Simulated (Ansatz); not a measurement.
```yaml
crystal:
  periodic: [false, false, false]
  atoms:
    - {symbol: As, position_ang: [-0.170524, -0.303183, -0.028900]}
    - {symbol: N, position_ang: [1.327835, 0.395584, 0.084411]}
    - {symbol: N, position_ang: [-0.351439, 1.340402, 0.081066]}
    - {symbol: H, position_ang: [-0.893071, -1.587839, -0.151356]}
basis:
  gaussian: {orbitals: def2-TZVP}
hamiltonian: {xc: pbe0}
relax: {f_tol: 0.004, max_steps: 80}
```

```sh
$ ansatz run in.yaml --threads 1 --pin off --events-out ev --progress --plain --max-ram 2176MiB
```

Steps of the relaxation (energy above the last step; positions in Å, forces in eV/Å):

```
4
step 1, 183.5 meV
As   -0.171   -0.303   -0.029   -0.686   -1.220   -0.116
N     1.328    0.396    0.084    2.062    0.035    0.090
N    -0.351    1.340    0.081   -1.040    1.781    0.083
H    -0.893   -1.588   -0.151   -0.335   -0.596   -0.057
```

```
4
step 2, 80.1 meV
As   -0.168   -0.298   -0.028   -0.199   -0.354   -0.034
N     1.360    0.386    0.085    0.957   -0.191    0.027
N    -0.377    1.363    0.082   -0.660    0.719    0.024
H    -0.903   -1.606   -0.153   -0.098   -0.174   -0.017
```

```
4
step 3, 19.6 meV
As   -0.159   -0.283   -0.027    0.263    0.467    0.045
N     1.410    0.347    0.084   -0.077   -0.254   -0.021
N    -0.436    1.385    0.081   -0.178   -0.198   -0.022
H    -0.902   -1.604   -0.153   -0.009   -0.015   -0.001
```

```
4
step 5, 0.0 meV
As   -0.142   -0.253   -0.024   -0.002   -0.003    0.000
N     1.451    0.285    0.082    0.002    0.000    0.000
N    -0.510    1.388    0.078    0.000    0.002    0.000
H    -0.886   -1.576   -0.150    0.000    0.001    0.000
```

Close pairs at the end: As1–H4 1.523 Å, As1–N3 1.685 Å, As1–N2 1.685 Å.

A stationary point of restricted PBE0 after 5 steps (its stability towards spin polarisation wasn't tested); no frequencies were run, so it isn't proven a minimum. 11 s on 1 thread of Intel Xeon 6975P-C, shared host.
